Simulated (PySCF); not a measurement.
CHO, SMILES [CH]=O (connectivity only; charge and spin as stated), charge +1, multiplicity 1. Geometry: r2SCAN-D4/def2-TZVPD. The isomer is the one that the SMILES or the coordinates give; other isomers of the formula were not compared.

TDDFT-ωB97X/def2-TZVPD (PySCF) puts the lowest singlet excitations at 9.51, 9.90, 9.90, 11.76, 11.76, 14.70 eV and the lowest triplet (TDA) at 7.83 eV.

Problem. What are the lowest singlet roots from EOM-CCSD/aug-cc-pVDZ (PySCF 2.14.0)? (Estimate from the structure and the level; the computed values follow.)

Solution. 10.05, 10.36, 10.36, 11.82, 11.82, 14.70 eV; triplets 7.89, 9.09, 9.09 eV. S1 differs by 0.54 eV (second minus first; roots are paired by order, and the bases may differ).
